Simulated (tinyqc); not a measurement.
Worked calculation: MP2 on RHF in the sto-6g basis, for H2O, spin multiplicity 1. One step of it, computed by the program tinyqc.

Task: Orthogonalisation. S = U s U^T; symmetric (Loewdin) form X = U s^(-1/2) U^T, so that X^T S X = 1.

overlap S:
```
           1O 1s     1O 2s    1O 2px     1O 2py    1O 2pz     2H 1s      3H 1s
1O 1s   1.000000  0.231145  0.000000   0.000000  0.000000  0.043459   0.043459
1O 2s   0.231145  1.000000  0.000000   0.000000  0.000000  0.410233   0.410233
1O 2px  0.000000  0.000000  1.000000   0.000000  0.000000  0.000000   0.000000
1O 2py  0.000000  0.000000  0.000000   1.000000  0.000000  0.260829  -0.260829
1O 2pz  0.000000  0.000000  0.000000   0.000000  1.000000  0.239509   0.239509
2H 1s   0.043459  0.410233  0.000000   0.260829  0.239509  1.000000   0.233426
3H 1s   0.043459  0.410233  0.000000  -0.260829  0.239509  0.233426   1.000000
```

Give: eigenvalues of S; X.

Result:

eigenvalues of S: 0.4113  0.4964  0.8810  1.0000  1.1046  1.2702  1.8366

X:
```
          1O 1s    1O 2s  1O 2px   1O 2py   1O 2pz    2H 1s    3H 1s
1O 1s    1.0224  -0.1339  0.0000   0.0000  -0.0081   0.0178   0.0178
1O 2s   -0.1339   1.1744  0.0000   0.0000   0.0879  -0.2365  -0.2365
1O 2px   0.0000   0.0000  1.0000   0.0000   0.0000   0.0000   0.0000
1O 2py   0.0000   0.0000  0.0000   1.0731   0.0000  -0.1793   0.1793
1O 2pz  -0.0081   0.0879  0.0000   0.0000   1.0503  -0.1358  -0.1358
2H 1s    0.0178  -0.2365  0.0000  -0.1793  -0.1358   1.1503  -0.0833
3H 1s    0.0178  -0.2365  0.0000   0.1793  -0.1358  -0.0833   1.1503
```
